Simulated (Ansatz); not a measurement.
We consider graphite, described by LDA in Ansatz (PAW).

Numerical settings: plane-wave cutoff 500 eV, 18×18×6 k mesh (along the axes of the cell as run), Fermi–Dirac smearing 0.05 eV, scalar-relativistic PAW data made under PBE.

Computed at the level's own relaxed cell.

**Question.** Estimate the volume per atom, lattice constant a and lattice parameter c that the calculation returns.

**Answer.** 
* **volume per atom**: 8.61 Å³/atom
* **lattice constant a**: 2.445 Å
* **lattice parameter c**: 6.649 Å

Measured, for comparison: lattice constant a 2.461 Å (300 K, no zero-point or thermal correction, our sources range from 2.456 to 2.461; as tabulated in Wikipedia's data pages); lattice parameter c 6.67 Å (low temperature, zero-point motion not removed; as tabulated in Berland et al. (2010), arXiv:1007.3305). Computed (rounded) less measured: lattice constant a -0.7 % (-0.4 % to -0.7 % over the range), lattice parameter c -0.3 %. A static lattice is as a rule a little smaller and stiffer than an uncorrected measurement, which narrows the difference in the lattice constant a and would widen misses of the other sign.

Static lattice: no zero-point or thermal effects.

Computing time: roughly 18 core-seconds.

Ansatz is a program for electronic structure.
